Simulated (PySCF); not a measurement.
## How well do the runs reproduce experiment for C2H6S2?

**What was measured.**

From Besley, J. Chem. Theory Comput. 2021, 17, 3644 (DFT calculations of core-electron binding energies at the K-edge of heavier elements), for the gas: S 1s binding energy of S2/S3 2477.72 eV.

How close the calculation comes is told at the end.

Species: C2H6S2.
Numbering: `[CH3:1][S:2][S:3][CH3:4]` (hydrogens: H5, H6, H7 on C1; H8, H9, H10 on C4)

Cartesian coordinates in Å at the PBE0-D3(BJ)/def2-SVP level; atoms count from 1:
```
atom  x, y, z in Å
C1     1.860   -0.011   -0.199
S2     0.858    0.266    1.285
S3    -0.785    1.247    0.529
C4    -1.866   -0.122    0.040
H5     2.775   -0.523    0.139
H6     2.132    0.943   -0.670
H7     1.340   -0.656   -0.921
H8    -1.415   -0.726   -0.760
H9    -2.107   -0.757    0.903
H10   -2.790    0.339   -0.342
```

The PySCF runs (gas phase, on this PBE0-D3(BJ)/def2-SVP geometry; non-relativistic but for the core-level run):

```json
{"level": "delta-SCF UKS SCAN, pcX-2 on the ionised atom, pcseg-1 elsewhere, spin-free X2C", "job": "ΔSCF core ionisation, 3 holes", "basis functions": "136", "wall time": "16 s"}
```

Hardware: Arm Neoverse V2, one thread, no GPU, on a shared host.

Results beside the measurements:

**Core binding energies.** PySCF, delta-SCF UKS SCAN, pcX-2 on the ionised atom, pcseg-1 elsewhere, spin-free X2C.

```tsv
level and atom	computed (eV)	measured (eV)	computed − measured (eV)
S 1s, S2/S3	2477.36	2477.72	-0.36
```

Sources, in the order of the opening: Besley, J. Chem. Theory Comput. 2021, 17, 3644 (DFT calculations of core-electron binding energies at the K-edge of heavier elements). The computed values are vertical, without vibrational structure; measured positions hang on the energy calibration. The first atom of each set that the bonding makes equivalent was ionised and stands for the set.

No measured geometry was used, and the causes of the misses weren't examined.
